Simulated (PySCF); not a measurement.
# BH3Cl− (SMILES [BH3-]Cl) at NEVPT2(2,2)/STO-6G

What is the energy change on altering one bond length of BH3Cl− at NEVPT2(2,2)/STO-6G? The job is set up through a Python script.

The results are computed with PySCF 2.14.0.

16 further runs of the same task are left out: 1 that didn't finish, 15 set aside as unsound or not needed.

**1. The molecule**

BH3Cl−: 5 atoms, total charge -1, spin state singlet. SMILES: `[BH3-]Cl`. Geometry: relaxed at GFN2-xTB.

Bond lengths: B1–Cl2 1.873 Å, B1–H3 1.208 Å, B1–H4 1.208 Å, B1–H5 1.208 Å. Angles: Cl2–B1–H3 106.7°, Cl2–B1–H4 106.7°, Cl2–B1–H5 106.7°, H3–B1–H4 112.0°, H3–B1–H5 112.2°, H4–B1–H5 112.1°.

**2. The energy at NEVPT2(2,2)/STO-6G**

input.py reads:

```python
# [BH3-]Cl
import numpy
from pyscf import gto, scf, mp, mcscf, mrpt

mol = gto.M(
    atom='''
B      0.155695    -0.090461     0.256870
Cl    -1.598444     0.938155    -2.639891
H      2.311286    -0.481162    -0.383747
H     -0.869463    -1.986764     1.006714
H      0.000945     1.620232     1.760072
''',
    verbose=3,
    unit='bohr',
    spin=0,
    basis='sto-6g',
    charge=-1,
    max_memory=1860,
)

mf = mol.RHF()
mf.conv_tol = 1e-10
mf.kernel()
if not mf.converged:
    mf = mf.newton().run(mf.mo_coeff, mf.mo_occ)

pt = mp.MP2(scf.addons.convert_to_uhf(mf)).run()
noons, natorbs = mcscf.addons.make_natural_orbitals(pt)
print('natural occupations', numpy.round(noons[:40], 4))
cas = mcscf.CASSCF(mf, 2, 2)
cas.fix_spin_(ss=0.0)
cas.natorb = True
cas.kernel(natorbs)
e_pt2 = mrpt.NEVPT(cas).kernel()
e_final = cas.e_tot + e_pt2
print('E = %.10f Eh' % e_final)
```

Launch:

```
$ OMP_NUM_THREADS=1 python input.py
```

The program printed:

```text
converged SCF energy = -484.32419630278
E(UMP2) = -484.370115717115  E_corr = -0.0459194143345956
E(SCS-UMP2) = -484.377337669255  E_corr = -0.0531413664747626
natural occupations [2.     2.     2.     2.     2.     1.9999 1.9998 1.9996 1.9996 1.9926
 1.9913 1.9894 1.9894 0.0102 0.0098 0.0098 0.0086]
CASSCF energy = -484.338965555884
CASCI E = -484.338965555884  E(CI) = -1.06940863940645  S^2 = 0.0000000
Sr    (-1)',   E = -0.00000000002906
Si    (+1)',   E = -0.00000000000276
Sijrs (0)  ,   E = -0.02982137289715
Sijr  (+1) ,   E = -0.00145363249705
Srsi  (-1) ,   E = -0.00087254741115
Srs   (-2) ,   E = -0.00031465545202
Sij   (+2) ,   E = -0.00026955982587
Sir   (0)' ,   E = -0.00319703908316
Nevpt2 Energy = -0.035928807198215
E = -484.3748943631 Eh
```

It took 1.1 s on 1 thread of Intel Xeon Platinum 8488C (Sapphire Rapids), shared host; peak memory 0.12 GiB.

**3. The distorted shape**

input.py reads:

```python
import numpy
from pyscf import gto, scf, mp, mcscf, mrpt

molecule = gto.M(
    atom='''
B      1.385882     2.185098    -0.642940
Cl    -0.368257     3.213714    -3.539701
H      3.541473     1.794397    -1.283557
H     -0.869463    -1.986764     1.006714
H      1.231132     3.895791     0.860262
''',
    basis='sto-6g',
    verbose=4,
    charge=-1,
    unit='bohr',
    max_memory=1860,
)

mf = scf.RHF(molecule)
mf.conv_tol = 1e-10
mf.kernel()
if not mf.converged:
    mf = mf.newton().run(mf.mo_coeff, mf.mo_occ)

pt = mp.MP2(scf.addons.convert_to_uhf(mf)).run()
noons, natorbs = mcscf.addons.make_natural_orbitals(pt)
print('natural occupations', numpy.round(noons[:40], 4))
cas = mcscf.CASSCF(mf, 2, 2)
cas.fix_spin_(ss=0.0)
cas.natorb = True
cas.kernel(natorbs)
e_pt2 = mrpt.NEVPT(cas).kernel()
energy = cas.e_tot + e_pt2
print('E = %.10f Eh' % energy)
```

Launch:

```
$ OMP_NUM_THREADS=1 python input.py
```

The program printed:

```text
PySCF version 2.14.0

[INPUT] num. atoms = 5
[INPUT] num. electrons = 26
[INPUT] charge = -1
[INPUT] spin (= nelec alpha-beta = 2S) = 0
[INPUT] symmetry False subgroup None
[INPUT] Mole.unit = bohr
[INPUT] Symbol           X                Y                Z      unit          X                Y                Z       unit  Magmom
[INPUT]  1 B      0.733377171424   1.156304065227  -0.340229195989 AA    1.385882000000   2.185098000000  -0.642940000000 Bohr   0.0
[INPUT]  2 Cl    -0.194873212162   1.700624211215  -1.873129102671 AA   -0.368257000000   3.213714000000  -3.539701000000 Bohr   0.0
[INPUT]  3 H      1.874066804688   0.949553999743  -0.679229113317 AA    3.541473000000   1.794397000000  -1.283557000000 Bohr   0.0
[INPUT]  4 H     -0.460100005338  -1.051350232276   0.532730106714 AA   -0.869463000000  -1.986764000000   1.006714000000 Bohr   0.0
[INPUT]  5 H      0.651486998034   2.061563815707   0.455231045820 AA    1.231132000000   3.895791000000   0.860262000000 Bohr   0.0

nuclear repulsion = 39.6180355643872
number of shells = 11
number of NR pGTOs = 102
number of NR cGTOs = 17
basis = sto-6g
ecp = {}

[... 37 lines left out ...]
converged SCF energy = -484.050400407284
[... 32 lines left out ...]
sorting_mo_energy = False
[... 18 lines left out ...]
macro iter   3 (  1 JK    1 micro), CASSCF E = -484.144272551256  dE =  0.00000000e+00  S^2 = 0.0000000
               |grad[o]|=5.39e-06  |grad[c]|=9.93e-07  |ddm|=    0  |maxRot[o]|=    0
1-step CASSCF converged in   3 macro ( 16 JK   7 micro) steps
CASSCF canonicalization
Natural occ [1.53477066 0.46522934]
Natural orbital (expansion on meta-Lowdin AOs) in CAS space
               #1        #2
0 B 1s          -0.00348  -0.00519
0 B 2s           0.29390   0.33834
0 B 2px         -0.26802  -0.31166
[... 13 lines of this table left out ...]
4 H 1s          -0.04538  -0.05968
<CAS-nat-orb|mo-hf>  13     13       0.97410616
<CAS-nat-orb|mo-hf>  14     14      -0.98326578
CASSCF energy = -484.144272551256
CASCI E = -484.144272551256  E(CI) = -0.535896106854636  S^2 = 0.0000000

******** <class 'pyscf.mrpt.nevpt2.NEVPT'> ********
NEVPT2 (1e+1e, 2o), ncore = 12, nvir = 3
root = 0
Natural occ [1.53477066 0.46522934]
Natural orbital (expansion on meta-Lowdin AOs) in CAS space
               #1        #2
0 B 1s          -0.00348  -0.00519
0 B 2s           0.29390   0.33834
0 B 2px         -0.26802  -0.31166
[... 13 lines of this table left out ...]
4 H 1s          -0.04538  -0.05968
<CAS-nat-orb|mo-hf>  13     13       0.97410616
<CAS-nat-orb|mo-hf>  14     14      -0.98326578
Sr    (-1)',   E = 0.00000000000096
Si    (+1)',   E = -0.00000000000030
Sijrs (0)  ,   E = -0.02877729036400
Sijr  (+1) ,   E = -0.00260201726265
Srsi  (-1) ,   E = -0.00107854128413
Srs   (-2) ,   E = -0.00000729926215
Sij   (+2) ,   E = -0.00016510934799
Sir   (0)' ,   E = -0.00319323246136
Nevpt2 Energy = -0.035823489981627
E = -484.1800960412 Eh
```

It took 0.89 s on 1 thread of Intel Xeon Platinum 8488C (Sapphire Rapids), shared host; peak memory 0.12 GiB.

**4. What came out**

At NEVPT2(2,2)/STO-6G:

| quantity | value |
| --- | --- |
| first shape: total energy | -484.37489 Eh |
| first shape: HOMO energy (Hartree–Fock orbitals) | -2.18 eV |
| first shape: LUMO energy (Hartree–Fock orbitals) | 20.90 eV |
| first shape: HOMO–LUMO gap (to an unbound level, set by the basis) | 23.08 eV |
| distorted shape: total energy | -484.18010 Eh |
| distorted shape: HOMO energy (Hartree–Fock orbitals) | 2.21 eV |
| distorted shape: LUMO energy (Hartree–Fock orbitals) | 11.55 eV |
| distorted shape: HOMO–LUMO gap (to an unbound level, set by the basis) | 9.35 eV |
| energy change with the B1–H4 bond stretched from 1.208 to 2.657 Å | 5.301 eV |

In words: With the B1–H4 bond stretched from 1.208 to 2.657 Å the energy rises by 5.30 eV (511 kJ/mol). The first shape isn't relaxed at this level, so the change isn't measured from a minimum. The minimal basis adds a large error of its own. Mulliken charges (distorted shape) of the mean-field density run from -0.50 on H4 to +0.18 on B1; they depend strongly on the basis. The HOMO (distorted shape) lies at positive energy, 2.21 eV: the electron is unbound at this level or held by a compact basis; values depend on the basis.
